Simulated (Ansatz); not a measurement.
A nudged elastic band was laid between two geometries of C₃H₅FO (10 atoms, charge 0, multiplicity 1).

Method: Ansatz 0.2.0, RKS PBE-D4/6-31G*.

- movable images: 5
- climbing image: yes
- spring: 5.0 eV/Å²
- optimiser: quadratic models (default)
- start path: through a guess of the saddle point
- force threshold: 0.05 eV/Å
- iteration limit: 60
- end points: relaxed

Image 0:

```xyz
10
Properties=species:S:1:pos:R:3
C 0.981 -0.325 0.710
C -0.210 -0.614 -0.142
F -0.452 -1.955 -0.287
C -1.046 0.239 -0.765
O -0.993 1.611 -0.761
H 1.898 -0.766 0.277
H 1.157 0.759 0.827
H 0.857 -0.752 1.722
H -1.883 -0.136 -1.360
H -0.226 1.888 -0.218
```

Image 6:

```xyz
10
Properties=species:S:1:pos:R:3
C 1.056 -0.408 0.635
C -0.240 -0.880 0.062
F -0.431 -2.232 0.263
C -1.280 -0.322 -0.607
O -0.718 1.482 -0.711
H 1.899 -0.959 0.178
H 1.202 0.668 0.465
H 1.089 -0.605 1.722
H -0.911 1.456 -1.675
H -1.583 1.749 -0.328
```

(1) What changes between the two ends?

(2) What energy profile does the band end with?

(3) What is the geometry of the highest image?

## Answers

(1) Bonds broken: C4–H9. Bonds formed: O5–H9. C3H5FO becomes C3H3F + H2O.

(2) The run converged. The highest image is number 5 of 0 to 6, 3.67 eV above the first end and 0.09 eV above the last; the last end lies 3.58 eV above the first. The profile has 2 maxima (images 1, 5) with wells between them (image 2): this band takes more than one step, which may be the mechanism or a detour left from its start path. Neighbouring images differ by up to 1.9 eV, so the band resolves the path poorly. A vibrational analysis at the climbing image gives one clearly imaginary mode, 623i cm⁻¹: a first-order saddle point. The orbitals stay closed-shell, which can raise the energy where a bond breaks towards radicals; this wasn't checked here.

```
image  path coordinate (Å)  energy (eV)  C4–H9 (Å)  O5–H9 (Å)
    0                 0.00         0.00       1.09       2.05
    1                 0.68         0.10       1.10       2.09
    2                 1.37         0.07       1.10       2.14
    3                 2.05         0.09       1.09       2.10
    4                 2.74         1.75       1.09       1.67
    5                 3.42         3.67       1.43       1.09
    6                 4.33         3.58       2.11       0.98
```

(3) 
```xyz
10
Properties=species:S:1:pos:R:3
C 1.023 -0.378 0.659
C -0.198 -0.870 -0.040
F -0.392 -2.221 0.099
C -1.158 -0.268 -0.767
O -0.647 1.589 -0.875
H 1.910 -0.917 0.281
H 1.163 0.698 0.490
H 0.953 -0.577 1.744
H -1.344 0.977 -1.438
H -1.227 1.917 -0.150
```

Time of the run: 78 s on 2 threads of Intel(R) Xeon(R) 6975P-C (Granite Rapids), on a shared host, peak memory 0.18 GiB.
